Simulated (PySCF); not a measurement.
PySCF input:

```python
from pyscf import gto, scf, dft

mol = gto.M(
    atom='''
    O    -0.00000000   -0.00000000   -0.71416636
    F     0.00000000    0.00000000    0.63481454
    ''',
    basis='def2-tzvpd',
    charge=0,
    spin=1,
    symmetry='C2v',
    verbose=4,
)

mf = dft.UKS(mol, xc='tpss').density_fit(auxbasis='def2-universal-jkfit')
mf.grids.level = 3
mf.conv_tol = 1e-9
mf.max_cycle = 100
mf.max_memory = 1500
mf.kernel()
if not mf.converged:
    mf = mf.newton()
    mf.kernel(mf.make_rdm1())
mf.analyze()
```

Question: Which total energy does the run end on?

Answer: -174.97882 Eh (TPSS/def2-TZVPD).
